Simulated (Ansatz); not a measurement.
System: 2H WSe₂. Method: PBE0-D4 in Ansatz (plane waves, PAW).

Settings: plane-wave cutoff 500 eV, 12×12×2 k mesh (along the axes of the cell as run), gaussian smearing 0.02 eV, scalar-relativistic PAW data made under PBE.

Computed at the level's own relaxed cell.

Problem. Estimate the volume per atom, lattice constant a and c axis length that the calculation returns.

Solution. 
volume per atom: 19.47 Å³/atom
lattice constant a: 3.249 Å
c axis length: 12.780 Å

Measured, for comparison: lattice constant a 3.282 Å, lattice parameter c 12.96 Å (300 K, no zero-point or thermal correction; as tabulated in arXiv:1605.07067). Computed (rounded) less measured: lattice constant a -1.0 %, lattice parameter c -1.4 %. A static lattice is as a rule a little smaller and stiffer than an uncorrected measurement, which narrows the difference in the lattice constant a, lattice parameter c and would widen misses of the other sign.

Spin–orbit coupling is not included.

Static lattice: no zero-point or thermal effects.

Computing time: about 60 core-minutes (a rough figure).

Ansatz is a program for electronic structure.
